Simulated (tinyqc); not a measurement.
Inside a calculation. Method: coupled-perturbed Hartree-Fock on RHF in the sto-3g basis, for H3O+, spin multiplicity 1. One step of it, computed by the program tinyqc.

Task: Response to a field: uncoupled start. Field along y; U_ai = -mu_ai / (e_a - e_i), alpha = -4 sum U_ai mu_ai.

orbital energies (hartree): MO1 -20.884120, MO2 -1.842885, MO3 -1.161139, MO4 -1.161134, MO5 -0.944650, MO6 0.153796, MO7 0.337990, MO8 0.338067

dipole integrals <a|y|i> (bohr):
```
          i1         i2        i3         i4        i5
a6  0.000000   0.000000  0.000000  -0.630330  0.000000
a7  0.052513  -0.138325  0.469381   0.000000  0.238827
a8  0.000000   0.000000  0.000000  -0.469109  0.000000
```

Give: uncoupled U; uncoupled polarisability.

Result:

uncoupled U:
```
         i1      i2       i3      i4       i5
a6   0.0000  0.0000   0.0000  0.4794   0.0000
a7  -0.0025  0.0634  -0.3131  0.0000  -0.1862
a8   0.0000  0.0000   0.0000  0.3129   0.0000
```

uncoupled polarisability = 2.5971 bohr^3
